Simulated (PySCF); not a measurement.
Compound: C2H3F.
Bonds: C1–C2 (double), C2–F3. Hydrogens: H4, H5 on C1; H6 on C2.

The same species was optimised twice, with GFN2-xTB and with PBE0-D3(BJ)/def2-SVP (PySCF), and the same property calculations (PySCF, gas phase) were run on both structures.

| coordinate | GFN2-xTB | PBE0-D3(BJ)/def2-SVP | change |
| --- | --- | --- | --- |
| C1–H5 (Å) | 1.073 | 1.090 | +0.017 |
| C1–H4 (Å) | 1.075 | 1.092 | +0.017 |
| C2–H6 (Å) | 1.081 | 1.095 | +0.014 |
| C2–F3 (Å) | 1.342 | 1.329 | -0.013 |
| C1=C2 (Å) | 1.314 | 1.326 | +0.012 |
| C1–C2–H6 (°) | 126.5 | 124.8 | -1.7 |
| H4–C1–H5 (°) | 118.0 | 119.3 | +1.3 |
| C2–C1–H5 (°) | 120.6 | 119.5 | -1.1 |
| C1–C2–F3 (°) | 122.0 | 122.9 | +0.9 |
| F3–C2–H6 (°) | 111.5 | 112.3 | +0.8 |
| C2–C1–H4 (°) | 121.4 | 121.2 | -0.2 |

Rotational constants: A = 65979, B = 10702, C = 9208 MHz (GFN2-xTB) against A = 66011, B = 10634, C = 9158 MHz (PBE0-D3(BJ)/def2-SVP). Point groups within 0.08 Å: Cs and Cs. Atoms that the bonding makes alike are paired by their places after alignment.

On the GFN2-xTB structure: HOMO (eV) -7.76 [PBE0/pcSseg-1]; LUMO (eV) 0.36 [PBE0/pcSseg-1]; dipole (D) 1.43 [PBE0/pcSseg-1]; GIAO shielding of C1 (ppm) 86.8 [PBE0/pcSseg-1]; GIAO shielding of C2 (ppm) 21.5 [PBE0/pcSseg-1]; GIAO shielding of F3 (ppm) 276.4 [PBE0/pcSseg-1].

Task: What do these properties become on the PBE0-D3(BJ)/def2-SVP structure?

Result: 
```csv
property,level,on GFN2-xTB,on PBE0-D3(BJ)/def2-SVP,change
HOMO (eV),PBE0/pcSseg-1,-7.76,-7.69,+0.07
LUMO (eV),PBE0/pcSseg-1,0.36,0.34,-0.02
dipole (D),PBE0/pcSseg-1,1.43,1.34,-0.09
"energy, GFN2-xTB geometry as zero (kcal/mol)",PBE0/pcSseg-1,0.0,-0.1,-0.1
GIAO shielding of C1 (ppm),PBE0/pcSseg-1,86.8,84.3,-2.5
GIAO shielding of C2 (ppm),PBE0/pcSseg-1,21.5,20.3,-1.2
GIAO shielding of F3 (ppm),PBE0/pcSseg-1,276.4,276.6,+0.2
```

The heavy atoms differ by 0.008 Å rms after alignment. Among all bonds C1–H4 and C1–H5 change most and about equally (+0.017 Å). Changes are differences of the printed values. Neither structure is proved a minimum here.
